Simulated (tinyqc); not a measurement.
Worked calculation: extended Hueckel theory, for H3O+. The parameters take no account of the charge, which enters only through the electron count. Computed by tinyqc, a small Python program that keeps every step (integrals from PySCF). Settings: charge = 1, K = 2.0, multiplicity = 1. Command: `OMP_NUM_THREADS=1 python tinyqc.py 22202 22203 out.jsonl` (the two numbers bound the seeds that draw the settings). One thread of a shared host (Intel(R) Xeon(R) Processor @ 2.60GHz), about 0.01 s of CPU time with the checks.

## Overlaps

Geometry (angstrom):
```
atom          x          y         z
O      0.000000   0.000000  0.270000
H      0.904000   0.000000  0.000000
H     -0.452000   0.783000  0.000000
H     -0.452000  -0.783000  0.000000
```

Parameters chosen for this run:
```
element  shell  Slater exponent   H_ii (eV)
H           1s         1.300000  -13.600000
O           2s         2.275000  -32.300000
O           2p         2.275000  -14.800000
```

Slater orbitals, each expanded in six Gaussians scaled to its exponent.

overlap S, lower triangle:
```
           1O 2s     1O 2px     1O 2py     1O 2pz     2H 1s     3H 1s     4H 1s
1O 2s   1.000000
1O 2px  0.000000   1.000000
1O 2py  0.000000   0.000000   1.000000
1O 2pz  0.000000   0.000000   0.000000   1.000000
2H 1s   0.470453   0.381742   0.000000  -0.114016  1.000000
3H 1s   0.470390  -0.190835   0.330584  -0.113995  0.208790  1.000000
4H 1s   0.470390  -0.190835  -0.330584  -0.113995  0.208790  0.208735  1.000000
```

## Wolfsberg-Helmholz matrix

diagonal H_ii (eV): 1O 2s -32.300000, 1O 2px -14.800000, 1O 2py -14.800000, 1O 2pz -14.800000, 2H 1s -13.600000, 3H 1s -13.600000, 4H 1s -13.600000

K = 2.000000

H_ij = K' S_ij (H_ii + H_jj)/2 for i != j (the diagonal keeps H_ii), with K' = 2.

H (eV), lower triangle:
```
             1O 2s      1O 2px      1O 2py      1O 2pz       2H 1s       3H 1s       4H 1s
1O 2s   -32.300000
1O 2px    0.000000  -14.800000
1O 2py    0.000000    0.000000  -14.800000
1O 2pz    0.000000    0.000000    0.000000  -14.800000
2H 1s   -21.593784  -10.841472    0.000000    3.238050  -13.600000
3H 1s   -21.590897    5.419723   -9.388591    3.237445   -5.679097  -13.600000
4H 1s   -21.590897    5.419723    9.388591    3.237445   -5.679097   -5.677594  -13.600000
```

## Orbitals

valence electrons = 8

Solve H C = S C e through S^(-1/2); fill by pairs from the bottom, a degenerate level sharing its electrons equally; each orbital has its largest coefficient positive (the first on a tie).

orbital energies (eV): -35.291133  -18.252199  -18.251968  -15.012029  5.648157  5.651041  25.842138

occupations: 2.000000  2.000000  2.000000  2.000000  0.000000  0.000000  0.000000

coefficients:
```
              MO1        MO2        MO3        MO4        MO5        MO6        MO7
1O 2s    0.760061   0.000000  -0.000020   0.114538   0.000000   0.000204   1.156745
1O 2px  -0.000007   0.000000   0.690199   0.000016   0.000000  -0.951478   0.000290
1O 2py   0.000000   0.690173   0.000000   0.000000   0.951482   0.000000   0.000000
1O 2pz   0.017465   0.000000  -0.000015   0.980974   0.000000  -0.000050  -0.303213
2H 1s    0.151866   0.000000   0.410028  -0.045420   0.000000   0.997893  -0.664584
3H 1s    0.151843   0.355116  -0.205031  -0.045429  -0.864269  -0.499173  -0.664138
4H 1s    0.151843  -0.355116  -0.205031  -0.045429   0.864269  -0.499173  -0.664138
```

sum of one-electron energies = -173.614659 eV

Within a degenerate level the vectors are fixed only up to a rotation; this is one choice.

## Mulliken analysis

P = C n C^T; charge = valence electrons (H 1, O 6) minus the sum of (P S)_ii on the atom; overlap population = 2 sum P_ij S_ij between two atoms.

charges: 1O -0.000200, 2H 0.333404, 3H 0.333398, 4H 0.333398

Overlap populations:
```
pair      value
2-1    0.658652
3-1    0.658594
3-2   -0.049229
4-1    0.658594
4-2   -0.049229
4-3   -0.049219
```
